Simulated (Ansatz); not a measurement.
**Isomers**

Structures of CH2BN, closed shell, relaxed at PBE0-D4/def2-TZVP (vibrations not checked; lower isomers may exist, and structures with a doubtful reference or unclear bonds are left out). Computed with Ansatz 0.2.0 (basis: def2-TZVPP); correlated methods freeze the cores. B3LYP uses VWN-RPA correlation.

Question: Rank them by CCSD(T) energy, lowest first, and give each one's height above the lowest. Links in brackets join atoms within 1.22 times the sum of their covalent radii (1.1 for two metals). (An estimate is asked for; the value comes from the calculation.)
A.
CH₂BN ([BH][N][CH])
```
5
angstrom
B -0.6873 0.5696 -0.7094
C 0.6065 -1.0514 0.7743
N 0.0031 -0.1785 0.0507
H -1.3391 1.2345 -1.4159
H 1.4421 -0.5605 1.3171
```
B.
CH₂BN ([BH]1[CH][N]1)
```
5
angstrom
B -0.7519 1.0727 -0.3950
C -0.5418 -0.3333 -0.1699
N 0.4353 0.4726 0.1326
H -0.6121 -1.4137 -0.0881
H -1.2607 2.0923 -0.6983
```
C.
CH₂BN ([BH2][C][N])
```
5
angstrom
B -0.5940 0.9197 -0.6098
C 0.0151 -0.2884 0.0864
N 0.4770 -1.2046 0.6145
H -1.3968 0.7434 -1.4684
H -0.2511 2.0078 -0.2766
```

Answer: By the calculation: C (0.000 eV), B (0.642 eV), A (2.273 eV). Heights count from the lowest.

Question: Do PBE-D4, r2SCAN-D4, PBE0-D4, B3LYP-D4, wB97M-V, HF, MP2 give the same order? (A judgement: the text doesn't fix the answer.)

Answer: By the calculation: All do.

No T1 diagnostic of these runs exceeds 0.021. The restricted Hartree–Fock reference is unstable towards an unrestricted one at one or more of these structures.

For scale, one of the runs: CCSD(T)/def2-TZVPP, 121 basis functions, launched by `ansatz run in.yaml --threads 2 --pin off --events-out ev --progress --plain --max-ram 4352MiB`. Hardware: 2 CPU threads of an Arm Neoverse V2, shared host. Wall time about 3.8 s.
